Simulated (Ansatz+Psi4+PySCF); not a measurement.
Values are calculated unless marked as measured or tabulated.
```xyz
3

N     0.0000    0.0000   -1.2320
N     0.0000    0.0000   -0.0609
O     0.0000    0.0000    1.1312
```

Basis set: cc-pVTZ (spherical functions). Left uncorrelated: 3 orbitals. Charge 0, multiplicity 1.

Starred EOM-CCSD(T)(a) on the restricted Hartree–Fock determinant with PySCF 2.14.0; the energies are vertical.

**Question.** The solver was asked for the few lowest roots only. Give the ionization energies of singlet N₂O among them whose weight of singles is over 0.7.

**Answer.**

| root | energy (eV) | weight of singles |
| --- | --- | --- |
| 1 | 12.62 | 0.96 |
| 2 | 12.62 | 0.96 |
| 3 | 16.34 | 0.93 |

Higher main lines weren't sought.
